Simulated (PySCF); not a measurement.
Molecule: SMILES c1cc[pH]c1, C4H5P.

Molfile (atoms numbered from 1):
```
C4H5P
     RDKit          3D

 10 10  0  0  0  0  0  0  0  0999 V2000
   -0.3008   -1.0003    0.3973 C   0  0  0  0  0  0  0  0  0  0  0  0
    1.0547   -0.5743    0.0909 C   0  0  0  0  0  0  0  0  0  0  0  0
    1.1617    0.7339   -0.2548 C   0  0  0  0  0  0  0  0  0  0  0  0
   -0.4808    1.4611   -0.4224 P   0  0  0  0  0  0  0  0  0  0  0  0
   -1.2312   -0.0180    0.2877 C   0  0  0  0  0  0  0  0  0  0  0  0
   -0.5357   -2.0282    0.6876 H   0  0  0  0  0  0  0  0  0  0  0  0
    1.9046   -1.2610    0.1362 H   0  0  0  0  0  0  0  0  0  0  0  0
    2.0911    1.2343   -0.5313 H   0  0  0  0  0  0  0  0  0  0  0  0
   -0.5116    2.3582    0.6874 H   0  0  0  0  0  0  0  0  0  0  0  0
   -2.3004   -0.1461    0.4633 H   0  0  0  0  0  0  0  0  0  0  0  0
  1  2  1  0
  2  3  2  0
  3  4  1  0
  4  5  1  0
  5  1  2  0
  1  6  1  0
  2  7  1  0
  3  8  1  0
  4  9  1  0
  5 10  1  0
M  END
```

Geometry PBE0-D3(BJ)/def2-SVP throughout; GIAO in PySCF, gas phase, one conformer, non-relativistic; equivalent atoms averaged; functional PBE0.

A run gave: C1/C2 57.6, C3/C5 61.2, P4 443.0, H6/H7 23.89, H8/H10 24.18, H9 25.97 ppm (absolute shieldings σ).

Which basis set was used in that run?
A. cc-pVTZ
B. IGLO-III
C. cc-pVDZ
D. pcSseg-0
E. aug-cc-pVDZ

Results:

E. C3/C5 tells them apart best: aug-cc-pVDZ gives 61.2, cc-pVDZ gives 62.8, cc-pVTZ gives 48.9, pcSseg-0 gives 48.1, IGLO-III gives 40.8 ppm.
